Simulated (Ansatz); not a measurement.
CH$_{7}$Si, doublet: a nudged elastic band.

in.yaml

```yaml
crystal:
  periodic: [false, false, false]
  atoms:
    - {symbol: H, position_ang: [0.437437, 0.083603, 0.210129]}
    - {symbol: Si, position_ang: [1.739251, 0.291676, 0.894344]}
    - {symbol: C, position_ang: [-2.177686, -0.365101, -1.119889]}
    - {symbol: H, position_ang: [1.715242, 1.581673, 1.629982]}
    - {symbol: H, position_ang: [1.981073, -0.816558, 1.853074]}
    - {symbol: H, position_ang: [2.832133, 0.319284, -0.110979]}
    - {symbol: H, position_ang: [-2.007797, -1.431362, -1.091307]}
    - {symbol: H, position_ang: [-1.842457, 0.212542, -1.968646]}
    - {symbol: H, position_ang: [-2.677297, 0.124243, -0.296808]}
basis:
  gaussian: {orbitals: def2-SVP}
magnetization: {spin_polarized: true, initial_magnetization: 1}
hamiltonian: {xc: pbe0, dispersion: d4}
neb:
  images: 5
  climbing: true
  max_iterations: 40
  initial_path: idpp
  final_atoms:
    - {symbol: H, position_ang: [-0.915510, -0.154426, -0.469990]}
    - {symbol: Si, position_ang: [2.044261, 0.336014, 1.059238]}
    - {symbol: C, position_ang: [-1.873170, -0.310780, -0.967457]}
    - {symbol: H, position_ang: [1.970519, 1.646633, 1.755358]}
    - {symbol: H, position_ang: [2.263527, -0.774458, 2.021797]}
    - {symbol: H, position_ang: [3.086435, 0.345597, 0.000219]}
    - {symbol: H, position_ang: [-2.030003, -1.377457, -1.126055]}
    - {symbol: H, position_ang: [-1.871381, 0.203110, -1.928430]}
    - {symbol: H, position_ang: [-2.674777, 0.085767, -0.344778]}
```

Run by:

```bash
ansatz run in.yaml --threads 2 --pin off --events-out ev --progress --plain --max-ram 4352MiB
```

The run's output (Ansatz 0.2.0):

```
Functional definition: PBE0
  name "PBE0"
  cite "Adamo & Barone, J. Chem. Phys. 110, 6158 (1999) doi:10.1063/1.478522"
  cite "Perdew, Burke & Ernzerhof, Phys. Rev. Lett. 77, 3865 (1996) doi:10.1103/PhysRevLett.77.3865"
  parent pbe
  parameter a = 0.25
  parameter kappa = 0.804
  parameter beta = 0.06672455060314922
  exchange = (1 - a)*pbe_x(kappa = kappa, mu = beta*pi^2/3) + a*exact_x
  correlation = pbe_c(beta = beta)
724 factors; integrals over basis functions are off by at most 3.3e-4 eV
mean field evaluation 1: about -9016.0783 eV, gradient 1.9e1 eV
mean field evaluation 2: about -9016.5431 eV, gradient 1.7e1 eV
mean field evaluation 4: about -9018.0159 eV, gradient 2.1e-1 eV
mean field evaluation 8: about -9018.0210 eV, gradient 2.4e-3 eV
mean field -9018.02096849 eV, -331.4061579579 hartree, gradient 2.2e-5 eV, S^2 0.754303; 0 other end points of the search recorded, 0 dependent functions left out
the calculation of the forces begins
reference -9018.02099705 eV, -331.4061590074 hartree; 14, 13 occupied and 53, 54 virtual orbitals, 724 factors
724 factors; integrals over basis functions are off by at most 9.8e-4 eV
mean field evaluation 16: about -9014.9489 eV, gradient 2.7e1 eV
mean field -9018.81958379 eV, -331.4355065289 hartree, gradient 5.5e-5 eV, S^2 0.752418; 0 other end points of the search recorded, 0 dependent functions left out
the calculation of the forces begins
reference -9018.81961262 eV, -331.4355075882 hartree; 14, 13 occupied and 53, 54 virtual orbitals, 724 factors
WARN: NEB end point (image 0): max|allowed force component| = 3.749e-1 eV/Å (the criterion of neb.relax_end_points is 1.000e-2). That is over neb.f_tol: it is no minimum, so the barrier can be far off. Relax it first
WARN: NEB end point (image 6): max|allowed force component| = 2.882e-1 eV/Å (the criterion of neb.relax_end_points is 1.000e-2). That is over neb.f_tol: it is no minimum, so the barrier can be far off. Relax it first
724 factors; integrals over basis functions are off by at most 3.3e-4 eV
mean field evaluation 32: about -9017.4626 eV, gradient 3.6e-1 eV
mean field -9017.47033921 eV, -331.3859227050 hartree, gradient 3.3e-5 eV, S^2 0.754410; 0 other end points of the search recorded, 0 dependent functions left out
the calculation of the forces begins
reference -9017.47036762 eV, -331.3859237490 hartree; 14, 13 occupied and 53, 54 virtual orbitals, 724 factors
724 factors; integrals over basis functions are off by at most 4.1e-4 eV
mean field -9016.51358789 eV, -331.3507627427 hartree, gradient 1.7e-5 eV, S^2 0.763878; 0 other end points of the search recorded, 0 dependent functions left out
the calculation of the forces begins
reference -9016.51361638 eV, -331.3507637897 hartree; 14, 13 occupied and 53, 54 virtual orbitals, 724 factors
724 factors; integrals over basis functions are off by at most 3.4e-4 eV
mean field evaluation 64: about -9015.5757 eV, gradient 4.4e0 eV
mean field -9015.97747895 eV, -331.3310611022 hartree, gradient 3.1e-5 eV, S^2 0.837880; 0 other end points of the search recorded, 0 dependent functions left out
the calculation of the forces begins
reference -9015.97750751 eV, -331.3310621519 hartree; 14, 13 occupied and 53, 54 virtual orbitals, 724 factors
724 factors; integrals over basis functions are off by at most 9.8e-4 eV
mean field evaluation 96: about -9016.5927 eV, gradient 2.7e-5 eV
mean field -9016.59274923 eV, -331.3536718683 hartree, gradient 2.7e-5 eV, S^2 0.766542; 0 other end points of the search recorded, 0 dependent functions left out
the calculation of the forces begins
reference -9016.59277804 eV, -331.3536729269 hartree; 14, 13 occupied and 53, 54 virtual orbitals, 724 factors
726 factors; integrals over basis functions are off by at most 8.0e-4 eV
mean field -9017.93628231 eV, -331.4030457982 hartree, gradient 1.7e-5 eV, S^2 0.752608; 0 other end points of the search recorded, 0 dependent functions left out
the calculation of the forces begins
reference -9017.93631124 eV, -331.4030468612 hartree; 14, 13 occupied and 53, 54 virtual orbitals, 726 factors
NEB iter   1: max|band force component| = 3.255e0 eV/Å  barrier→ = 2.0244 eV  barrier← = 2.8225 eV  Δτ_max = 0.2000 Å  (185 SCF iters)
NEB iter   2: max|band force component| = 3.872e0 eV/Å  barrier→ = 1.3086 eV  barrier← = 2.1067 eV  Δτ_max = 0.1933 Å  (145 SCF iters)
NEB iter   3: max|band force component| = 1.942e0 eV/Å  barrier→ = 0.7737 eV  barrier← = 1.5718 eV  Δτ_max = 0.1932 Å  (136 SCF iters)
NEB iter   4: max|band force component| = 1.192e0 eV/Å  barrier→ = 0.2018 eV  barrier← = 1.0000 eV  Δτ_max = 0.2000 Å  (132 SCF iters)
NEB iter   5: max|band force component| = 3.265e0 eV/Å  barrier→ = 0.4362 eV  barrier← = 1.2344 eV  Δτ_max = 0.1019 Å  (131 SCF iters)
NEB iter   6: max|band force component| = 6.375e-1 eV/Å  barrier→ = 0.1256 eV  barrier← = 0.9237 eV  Δτ_max = 0.1984 Å  (127 SCF iters)
NEB iter   7: max|band force component| = 8.434e0 eV/Å  barrier→ = 1.1782 eV  barrier← = 1.9763 eV  Δτ_max = 0.1003 Å  (132 SCF iters)
NEB iter   8: max|band force component| = 3.875e0 eV/Å  barrier→ = 0.3614 eV  barrier← = 1.1596 eV  Δτ_max = 0.1973 Å  (130 SCF iters)
NEB iter   9: max|band force component| = 1.369e0 eV/Å  barrier→ = 0.1176 eV  barrier← = 0.9157 eV  Δτ_max = 0.2000 Å  (131 SCF iters)
NEB iter  10: max|band force component| = 2.076e0 eV/Å  barrier→ = 0.6410 eV  barrier← = 1.4392 eV  Δτ_max = 0.0993 Å  (127 SCF iters)
NEB iter  11: max|band force component| = 6.569e-1 eV/Å  barrier→ = 0.1266 eV  barrier← = 0.9248 eV  Δτ_max = 0.1988 Å  (130 SCF iters)
NEB iter  12: max|band force component| = 1.572e0 eV/Å  barrier→ = 0.1873 eV  barrier← = 0.9854 eV  Δτ_max = 0.1031 Å  (136 SCF iters)
NEB iter  13: max|band force component| = 1.634e0 eV/Å  barrier→ = 0.2565 eV  barrier← = 1.0547 eV  Δτ_max = 0.0503 Å  (129 SCF iters)
NEB iter  14: max|band force component| = 1.011e0 eV/Å  barrier→ = 0.2158 eV  barrier← = 1.0140 eV  Δτ_max = 0.1006 Å  (129 SCF iters)
NEB iter  15: max|band force component| = 6.912e-1 eV/Å  barrier→ = 0.1805 eV  barrier← = 0.9786 eV  Δτ_max = 0.1000 Å  (130 SCF iters)
NEB iter  16: max|band force component| = 1.111e0 eV/Å  barrier→ = 0.0628 eV  barrier← = 0.8610 eV  Δτ_max = 0.0501 Å  (127 SCF iters)
NEB iter  17: max|band force component| = 1.162e0 eV/Å  barrier→ = 0.0650 eV  barrier← = 0.8631 eV  Δτ_max = 0.0500 Å  (128 SCF iters)
NEB iter  18: max|band force component| = 9.938e-1 eV/Å  barrier→ = 0.0687 eV  barrier← = 0.8668 eV  Δτ_max = 0.0501 Å  (128 SCF iters)
NEB iter  19: max|band force component| = 7.711e-1 eV/Å  barrier→ = 0.0761 eV  barrier← = 0.8742 eV  Δτ_max = 0.0501 Å  (130 SCF iters)
NEB iter  20: max|band force component| = 5.328e-1 eV/Å  barrier→ = 0.0806 eV  barrier← = 0.8788 eV  Δτ_max = 0.1006 Å  (122 SCF iters)
NEB iter  21: max|band force component| = 1.887e0 eV/Å  barrier→ = 0.1488 eV  barrier← = 0.9469 eV  Δτ_max = 0.0501 Å  (126 SCF iters)
NEB iter  22: max|band force component| = 7.925e-1 eV/Å  barrier→ = 0.0652 eV  barrier← = 0.8633 eV  Δτ_max = 0.1000 Å  (128 SCF iters)
NEB iter  23: max|band force component| = 7.935e-1 eV/Å  barrier→ = 0.0533 eV  barrier← = 0.8514 eV  Δτ_max = 0.1993 Å  (125 SCF iters)
NEB iter  24: max|band force component| = 1.029e0 eV/Å  barrier→ = 0.0482 eV  barrier← = 0.8464 eV  Δτ_max = 0.2000 Å  (133 SCF iters)
NEB iter  25: max|band force component| = 1.203e0 eV/Å  barrier→ = 0.2047 eV  barrier← = 1.0028 eV  Δτ_max = 0.1033 Å  (130 SCF iters)
NEB iter  26: max|band force component| = 1.287e0 eV/Å  barrier→ = 0.0144 eV  barrier← = 0.8125 eV  Δτ_max = 0.1977 Å  (128 SCF iters)
NEB iter  27: max|band force component| = 9.632e-1 eV/Å  barrier→ = 0.4152 eV  barrier← = 1.2134 eV  Δτ_max = 0.1805 Å  (132 SCF iters)
NEB iter  28: max|band force component| = 1.705e0 eV/Å  barrier→ = 0.5223 eV  barrier← = 1.3204 eV  Δτ_max = 0.0463 Å  (127 SCF iters)
NEB iter  29: max|band force component| = 1.539e0 eV/Å  barrier→ = 0.4430 eV  barrier← = 1.2411 eV  Δτ_max = 0.0923 Å  (123 SCF iters)
NEB iter  30: max|band force component| = 9.942e-1 eV/Å  barrier→ = 0.2484 eV  barrier← = 1.0465 eV  Δτ_max = 0.0908 Å  (118 SCF iters)
NEB iter  31: max|band force component| = 6.170e-1 eV/Å  barrier→ = 0.1815 eV  barrier← = 0.9796 eV  Δτ_max = 0.0886 Å  (130 SCF iters)
NEB iter  32: max|band force component| = 7.046e-1 eV/Å  barrier→ = 0.1232 eV  barrier← = 0.9214 eV  Δτ_max = 0.0444 Å  (131 SCF iters)
NEB iter  33: max|band force component| = 3.999e-1 eV/Å  barrier→ = 0.0893 eV  barrier← = 0.8874 eV  CI = image 3  Δτ_max = 0.0444 Å  (129 SCF iters)
NEB iter  34: max|band force component| = 3.672e-1 eV/Å  barrier→ = 0.1031 eV  barrier← = 0.9012 eV  CI = image 3  Δτ_max = 0.0891 Å  (124 SCF iters)
NEB iter  35: max|band force component| = 4.066e-1 eV/Å  barrier→ = 0.1164 eV  barrier← = 0.9146 eV  CI = image 3  Δτ_max = 0.1783 Å  (131 SCF iters)
NEB iter  36: max|band force component| = 4.801e-1 eV/Å  barrier→ = 0.1325 eV  barrier← = 0.9306 eV  CI = image 3  Δτ_max = 0.1771 Å  (132 SCF iters)
NEB iter  37: max|band force component| = 4.219e-1 eV/Å  barrier→ = 0.0996 eV  barrier← = 0.8978 eV  CI = image 3  Δτ_max = 0.1997 Å  (134 SCF iters)
NEB iter  38: max|band force component| = 1.153e0 eV/Å  barrier→ = 0.0971 eV  barrier← = 0.8952 eV  CI = image 2  Δτ_max = 0.0998 Å  (133 SCF iters)
NEB iter  39: max|band force component| = 3.739e-1 eV/Å  barrier→ = 0.0489 eV  barrier← = 0.8470 eV  CI = image 3  Δτ_max = 0.1986 Å  (133 SCF iters)
NEB iter  40: max|band force component| = 2.516e-1 eV/Å  barrier→ = 0.0373 eV  barrier← = 0.8355 eV  CI = image 3  Δτ_max = 0.2000 Å  (125 SCF iters)
Error: NEB band did not converge after 40 iterations: max|band force component| = 2.52e-1 eV/Å (threshold 5.0e-2); raise `neb.max_iterations` in a new run, which can start from the last band evaluated (`neb.initial_path`, with `crystal.atoms` and `neb.final_atoms` set to its first and last images), add images, or start from endpoints closer to local minima. Where this run's directory can be resumed (`checkpoint.write`), a resume goes on for up to `neb.max_iterations` more; to start a new run from the last band, take its images' positions from the `neb_iteration` event of iteration 40 (`data.images[].positions_ang`), in the event stream of the run that computed that iteration (not this run's, if it was resumed behind it). With `checkpoint.write`, `steps/00-neb/state/checkpoint.json` in the run directory holds the last saved band, under `neb.evaluated.images[].positions_ang` (a band under a hybrid functional on support functions is neither saved nor resumed: `neb.initial_path` says where its path is): check the last entry of `neb.iterations` there, which is earlier than 40 if that iteration was not saved or its write failed. If the band's step has no `state` directory and holds `state.next`, a write was cut short, and the file is under `state.next` instead (behind a loss of power it can be under `state.prev`)
a run's events are kept only if it was started with --events-out <file>, and are in that file

[the SCF lines of later steps are left out]
```

The lines “mean field evaluation” count trial sets of orbitals through the whole run, from several starts and some on an approximate energy, so they need not fall steadily or lie above the final value.

Hardware: 2 CPU threads of an AMD EPYC 9R45, shared host. Wall time about 100 s.


The run did not converge within its limit.